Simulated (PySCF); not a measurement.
Compound: 1,1-difluoroethene, C2H2F2.
Z-matrix (Å and degrees, GFN2-xTB geometry), rows numbered from 1:
```
C 
C   1  1.3120
F   2  1.3260  1  125.34
F   2  1.3260  1  125.39  3   179.99
H   1  1.0723  2  120.40  3    -0.00
H   1  1.0722  2  120.36  3  -179.98
```

Computed, not measured: TDDFT B3LYP/def2-SVPD, vertical, gas phase, core orbitals frozen in the response (PySCF).

Frontier orbitals with the atoms that hold most of them (Löwdin shares over 4%, at most four atoms; ? is withheld):

```tsv
orbital	ε (eV)	atoms
LUMO+2	1.42	H5 20%, H6 20%, C1 19%, C2 14%
LUMO+1	0.40	C2 36%, C1 28%, F4 11%, F3 11%
LUMO	?	?
HOMO	-7.75	?
HOMO-1	-11.63	F3 28%, F4 28%, C1 24%, H6 10%
HOMO-2	-12.33	F4 31%, F3 30%, C1 19%, C2 13%
HOMO-3	-12.55	F3 25%, F4 25%, C1 23%, H5 10%
```

Problem. Give the leading atoms of the LUMO.

Solution. C2 (bonded to C and 2 F) 36%; C1 (bonded to C and 2 H) 31%; F4 (bonded to C) 9%; F3 (bonded to C) 9%. By element: carbon 67%, fluorine 17%.

Problem. Which atoms hold the HOMO, and with what shares?

Solution. C1 (bonded to C and 2 H) 42%; C2 (bonded to C and 2 F) 30%; F3 (bonded to C) 11%; F4 (bonded to C) 11%. By element: carbon 71%, fluorine 21%.

Problem. What is the LUMO energy, and the HOMO–LUMO gap?

Solution. ε(LUMO) = -0.02 eV; the gap is 7.73 eV (0.2840 hartree).

Problem. How does S1 compare with the orbital gap of 7.73 eV?

Solution. S1 is at 7.09 eV (f = 0.036), 0.64 eV below the gap, made of HOMO→LUMO+1 (100%). Its leading pair isn't HOMO and LUMO; the energies of that pair differ by 8.15 eV. 

Problem. One configuration dominates each of S1, S2 and S8. Which, and how do the shares of the two leading atoms of either orbital change from the occupied to the empty one?

Solution. 
- S1 (7.09 eV, f 0.036), HOMO→LUMO+1 (100%): C1 42% → 28%, C2 30% → 36%
- S2 (7.91 eV, f 0.343), HOMO→LUMO (94%): C1 42% → 31%, C2 30% → 36%
- S8 (10.03 eV, f 0.0000), HOMO-1→LUMO (100%): F3 28% → 9%, F4 28% → 9%, C2 at most 10% → 36%, C1 24% → 31%

Löwdin shares depend on the basis, the more so with diffuse functions.
